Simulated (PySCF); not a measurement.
The vertical singlet excitations below were computed for one of the candidates. The calculation used TDDFT CAM-B3LYP/def2-SVPD, vertical, gas phase, core orbitals frozen in the response (PySCF 2.14.0, density-fitted response routines). Geometries: GFN2-xTB, one conformer each.

```json
{"state": "S1", "ν̃ (cm⁻¹)": "61610", "f": "0.0041", "main configurations (H = HOMO, L = LUMO)": "H→L (84%), H→L+1 (9%)"}
{"state": "S2", "ν̃ (cm⁻¹)": "62080", "f": "0.0002", "main configurations (H = HOMO, L = LUMO)": "H-1→L (84%), H-1→L+1 (9%)"}
{"state": "S3", "ν̃ (cm⁻¹)": "74050", "f": "0.071", "main configurations (H = HOMO, L = LUMO)": "H→L+1 (69%), H→L+2 (12%), H→L (11%)"}
{"state": "S4", "ν̃ (cm⁻¹)": "74620", "f": "0.055", "main configurations (H = HOMO, L = LUMO)": "H-1→L+1 (67%), H-1→L+2 (14%), H-1→L (10%)"}
{"state": "S5", "ν̃ (cm⁻¹)": "77740", "f": "0.177", "main configurations (H = HOMO, L = LUMO)": "H-2→L (71%), H-2→L+1 (11%)"}
{"state": "S6", "ν̃ (cm⁻¹)": "82630", "f": "0.033", "main configurations (H = HOMO, L = LUMO)": "H→L+2 (52%), H→L+1 (15%), H→L+5 (9%)"}
{"state": "S7", "ν̃ (cm⁻¹)": "82900", "f": "0.0007", "main configurations (H = HOMO, L = LUMO)": "H→L+4 (65%), H→L+6 (20%)"}
{"state": "S8", "ν̃ (cm⁻¹)": "83430", "f": "0.021", "main configurations (H = HOMO, L = LUMO)": "H-1→L+2 (54%), H-1→L+5 (18%), H-1→L+1 (14%)"}
```

Triplets computed (Tamm–Dancoff): 6.84, 6.89, 8.28 eV.

Task: Which candidate is it?
A. `C#CCC(F)F`
B. `FC(C)(F)Cl`
C. `CC#CC(F)F`
D. `C#C[C@@H](F)CF`
E. `C1(CF)[C@H](C=1)F`

Result: B. Its S1, at 7.64 eV, is the highest among the candidates; the nearest of the others has S1 at 6.66 eV. S1 is HOMO→LUMO (84%), HOMO→LUMO+1 (9%). Löwdin shares by element: HOMO chlorine 83%, carbon 12%; LUMO chlorine 61%, carbon 27%, hydrogen 5% or more. At the same level the other candidates give, for their lowest levels:
- `C#C[C@@H](F)CF`: 6.33 eV (f 0.000); 6.82 eV (f 0.001); 7.03 eV (f 0.001); 8.11 eV (f 0.062); 8.37 eV (f 0.067); T1 5.37 eV; HOMO -9.95, LUMO 1.00 eV
- `CC#CC(F)F`: 6.33 eV (f 0.000); 6.66 eV (f 0.002); 6.74 eV (f 0.001); 7.65 eV (f 0.014); 7.72 eV (f 0.015); T1 5.30 eV; HOMO -9.67, LUMO 1.09 eV
- `FCC1=C[C@@H]1F`: 6.44 eV (f 0.001); 7.17 eV (f 0.122); 7.90 eV (f 0.046); 8.07 eV (f 0.015); 8.34 eV (f 0.021); T1 4.77 eV; HOMO -9.78, LUMO 0.72 eV
- `C#CCC(F)F`: 6.66 eV (f 0.000); 6.97 eV (f 0.002); 7.02 eV (f 0.001); 7.87 eV (f 0.034); 7.95 eV (f 0.055); T1 5.52 eV; HOMO -9.69, LUMO 1.25 eV
